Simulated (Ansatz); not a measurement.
## [Cl···H···F], doublet: the ladder up to UCCSDT(Q)

Geometry: a point of a hydrogen-transfer path between rigid fragments, not a stationary point.

| atom | x (Å) | y (Å) | z (Å) |
| --- | --- | --- | --- |
| Cl | 0.0000 | 0.0000 | -1.3569 |
| H | 0.0000 | 0.0000 | -0.0781 |
| F | 0.0000 | 0.0000 | 1.4351 |

Basis cc-pVDZ; Ansatz 0.2.0. Correlated methods freeze the noble-gas cores, which leaves 15 electrons in 31 orbitals. Prefix R: restricted or restricted open-shell reference; prefix U: unrestricted. Active spaces: pair = (3e, 3o) about the gap; valence = (15e, 9o) chosen from the atoms' valence shells.

Full CI isn't at hand for all of this; UCCSDT(Q) serves as the reference, and is uncertain by the last step of the cluster series or more. The frozen core follows each run's orbitals, which can shift R against U totals by a few meV.

HF rows: RHF is the determinant under the cluster runs, UHF is the lowest solution found. Coupled cluster chose its determinant by a search with trial CCSD, here up to 0.10 eV above the lowest Hartree–Fock solution of its kind, and MP2 stands on that determinant too.

The UHF ⟨S²⟩ is 0.753 and the ⟨S²⟩ of the determinant under UCCSD is 0.757. The T1 diagnostic (RCCSD) is 0.0181. The largest doubles amplitude (RCCSD) is 0.043 and the T1 diagnostic (UCCSD) is 0.0134.

```json
{"level": "RHF", "E − E(UCCSDT(Q)) (mEh)": "330.61", "share of correlation (%)": "0.00", "wall time": "–"}
{"level": "UHF†", "E − E(UCCSDT(Q)) (mEh)": "323.55", "share of correlation (%)": "–", "wall time": "0.75 s"}
{"level": "RMP2", "E − E(UCCSDT(Q)) (mEh)": "32.96", "share of correlation (%)": "90.03", "wall time": "–"}
{"level": "UMP2", "E − E(UCCSDT(Q)) (mEh)": "32.81", "share of correlation (%)": "90.08", "wall time": "–"}
{"level": "RCCSD", "E − E(UCCSDT(Q)) (mEh)": "4.95", "share of correlation (%)": "98.50", "wall time": "–"}
{"level": "UCCSD", "E − E(UCCSDT(Q)) (mEh)": "4.87", "share of correlation (%)": "98.53", "wall time": "–"}
{"level": "RCCSD(T)", "E − E(UCCSDT(Q)) (mEh)": "0.86", "share of correlation (%)": "99.74", "wall time": "4.7 s"}
{"level": "UCCSD(T)", "E − E(UCCSDT(Q)) (mEh)": "0.83", "share of correlation (%)": "99.75", "wall time": "4.7 s"}
{"level": "BCCD(T)", "E − E(UCCSDT(Q)) (mEh)": "0.86", "share of correlation (%)": "99.74", "wall time": "3.6 s"}
{"level": "RCCSDT", "E − E(UCCSDT(Q)) (mEh)": "0.45", "share of correlation (%)": "99.86", "wall time": "–"}
{"level": "UCCSDT", "E − E(UCCSDT(Q)) (mEh)": "0.42", "share of correlation (%)": "99.87", "wall time": "–"}
{"level": "RCCSDT(Q)", "E − E(UCCSDT(Q)) (mEh)": "0.03", "share of correlation (%)": "99.99", "wall time": "22 s"}
{"level": "CASSCF (pair space)†", "E − E(UCCSDT(Q)) (mEh)": "312.49", "share of correlation (%)": "–", "wall time": "–"}
{"level": "NEVPT2 (pair space)†", "E − E(UCCSDT(Q)) (mEh)": "33.53", "share of correlation (%)": "–", "wall time": "2.8 s"}
{"level": "MRCISD (pair space)†", "E − E(UCCSDT(Q)) (mEh)": "24.76", "share of correlation (%)": "–", "wall time": "–"}
{"level": "MRCISD+Q (pair space)†", "E − E(UCCSDT(Q)) (mEh)": "2.65", "share of correlation (%)": "–", "wall time": "3.4 s"}
{"level": "CASSCF (valence space)†", "E − E(UCCSDT(Q)) (mEh)": "310.72", "share of correlation (%)": "–", "wall time": "–"}
{"level": "NEVPT2 (valence space)†", "E − E(UCCSDT(Q)) (mEh)": "61.57", "share of correlation (%)": "–", "wall time": "1.3 s"}
{"level": "MRCISD (valence space)†", "E − E(UCCSDT(Q)) (mEh)": "24.59", "share of correlation (%)": "–", "wall time": "–"}
{"level": "MRCISD+Q (valence space)†", "E − E(UCCSDT(Q)) (mEh)": "3.09", "share of correlation (%)": "–", "wall time": "4.2 s"}
```

A dagger marks rows that describe another state than the reference (another or a broken symmetry, a higher spin or other natural occupations), so the difference holds a gap between states beside the method's error.

The correlation energy at UCCSDT(Q), counted from RHF, is -8.996 eV. That run took 19 s on 1 thread of Arm Neoverse V1, shared host.

Run but not shown, since their state, orbitals or frozen core can't be matched to the reference's or they repeat it: CISD.

Times hold each run's SCF and search for its determinant on a shared host, so for small cases they say little of a method's own cost; they ran on 1 thread of Arm Neoverse V1. Some runs computed forces too.
